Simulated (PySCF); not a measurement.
B3LYP has the VWN-RPA correlation part, as in Gaussian. Delta-SCF ions had no search for a lower state. Excitations are Tamm–Dancoff values on a coarser integration grid. The basis has no diffuse functions, so Rydberg states are missing or too high.

Species: C3H6, SMILES `C1CC1` (charge 0, multiplicity 1).

Q: What S1 excitation (TDA), HOMO, vertical ionisation energy (Delta-SCF), T1 excitation (TDA) and dipole moment does B3LYP-D3(BJ)/def2-TZVP in PySCF give?

A: 
```
Property                                  Result
--------------------------------------  --------
S1 excitation (TDA)                      8.37 eV
HOMO                                    -8.14 eV
vertical ionisation energy (Delta-SCF)  10.82 eV
T1 excitation (TDA)                      8.09 eV
dipole moment                             0.00 D
```
